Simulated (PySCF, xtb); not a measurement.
Relaxing a trial structure of H2OSi

The starting geometry of this gas-phase singlet has its atoms placed at random.

```yaml
atoms:
  - { symbol: O, position_ang: [0.0107, -1.0549, 1.0241] }
  - { symbol: Si, position_ang: [-0.3864, 0.7173, -0.5816] }
  - { symbol: H, position_ang: [-0.3939, -0.0519, 0.8492] }
  - { symbol: H, position_ang: [0.8630, 0.4123, 0.2118] }
```

Problem. Guess where an optimisation with r2SCAN-D4/def2-SVP ends from this start.

Solution. It ends as `O[SiH]`. Distances that change by over a tenth: O1–H3 (1.10 → 0.97 Å). Contacts that open: Si2–H3 (1.62 → 2.24 Å). Contacts that close: O1–Si2 (2.42 → 1.68 Å).

The energy falls by 5.24 eV over 15 steps:

```csv
step,E − E(last) (eV)
1,5.244
3,3.379
4,1.954
6,1.234
7,0.597
9,0.028
10,0.005
12,0.000
13,0.000
15,0.000
```

Final geometry (Å):

```yaml
atoms:
  - { symbol: O, position_ang: [-0.1545, -0.5140, 0.9400] }
  - { symbol: Si, position_ang: [-0.1012, 0.6264, -0.2909] }
  - { symbol: H, position_ang: [-1.0577, -0.7635, 1.1821] }
  - { symbol: H, position_ang: [1.4338, 0.7046, -0.3255] }
```

From the same start GFN2-xTB reaches the same bonding as this run.

From so rough a start the end depends on the optimiser's path, so another program may land elsewhere. No frequencies were run, so the end isn't proven a minimum. Run with PySCF 2.14.0, 23 s on 2 threads of Arm Neoverse V1 (shared host).
